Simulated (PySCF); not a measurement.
dimethyl ether cation (C2H6O), SMILES COC (connectivity only; charge and spin as stated), charge +1, multiplicity 2. Atoms are numbered in the order given.

```xyz
9

C      1.2137    -0.0003     0.1859
O      0.0000     0.0000    -0.4964
C     -1.2137     0.0003     0.1859
H      1.0980    -0.0050     1.2674
H      1.7775    -0.8666    -0.2030
H      1.7723     0.8736    -0.1943
H     -1.0980     0.0050     1.2674
H     -1.7775     0.8666    -0.2030
H     -1.7723    -0.8736    -0.1943
```
Charge +1, spin multiplicity 2.

Coordinates come from a PBE0-D3(BJ)/def2-TZVP optimisation. The multiplicity is an assumed one; other spin states were not compared.

Computed with PySCF with TDA-LC-ωPBE/def2-SVPD.

Vertical excitations. The molecule is in vacuum.

| state | energy (eV) | λ (nm) | f | main pairs |
|---|---|---|---|---|
| root 1 | 2.23 | 557 | 0.002 | β HOMO→LUMO 95 % |
| root 2 | 4.26 | 291 | 0.000 | β HOMO−2→LUMO 98 % |
| root 3 | 4.59 | 270 | 0.212 | β HOMO−1→LUMO 98 % |
| root 4 | 6.76 | 183 | 0.009 | β HOMO−3→LUMO 95 % |
| root 5 | 6.83 | 182 | 0.000 | β HOMO−4→LUMO 96 % |
| root 6 | 7.06 | 176 | 0.006 | β HOMO−5→LUMO 94 % |
| root 7 | 10.10 | 123 | 0.004 | α HOMO→LUMO 55 %, α HOMO→LUMO+1 32 % |
| root 8 | 10.60 | 117 | 0.000 | α HOMO−1→LUMO 21 %, α HOMO−1→LUMO+1 15 %, β HOMO→LUMO+1 30 %, β HOMO→LUMO+2 21 % |
| root 9 | 11.17 | 111 | 0.063 | α HOMO→LUMO 8 %, β HOMO−6→LUMO 87 % |
| root 10 | 11.40 | 109 | 0.005 | α HOMO−1→LUMO 36 %, α HOMO−1→LUMO+1 17 %, β HOMO→LUMO+1 30 %, β HOMO→LUMO+2 9 % |
Unrestricted roots are not spin-pure.
